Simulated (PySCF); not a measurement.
Members of the series CXY, Y = H; each row names its spin state. All species are isolated molecules in the gas phase. One relaxed conformer stands for each flexible species; it need not be the lowest. Strings in code marks are SMILES.

The numbers are results of PBE0-D3(BJ)/def2-TZVP in PySCF 2.14.0, not measurements. 

| species | highest occupied spin orbital (eV) | dipole moment (D) |
|---|---|---|
| X = chloro, multiplicity 3 (`[CH]Cl` (triplet; the order of the spin states depends on the level)) | -6.41 | 0.78 |
| X = hydroxy, multiplicity 3 (`[CH]O` (excited triplet; H–C–O–H torsion 102°)) | -5.97 | – |
| X = cyano, multiplicity 3 (`C([CH])#N` (lower triplet)) | ___ | 3.16 |
| X = formyl, multiplicity 3 (`O=C[CH]` (triplet; the order of the spin states depends on the level; H–C–C–O torsion 0°)) | -7.93 | – |

### Question
Some entries are withheld; supply them.

### Answer

- X = cyano, multiplicity 3 (`C([CH])#N` (lower triplet)), highest occupied spin orbital (eV): -8.07
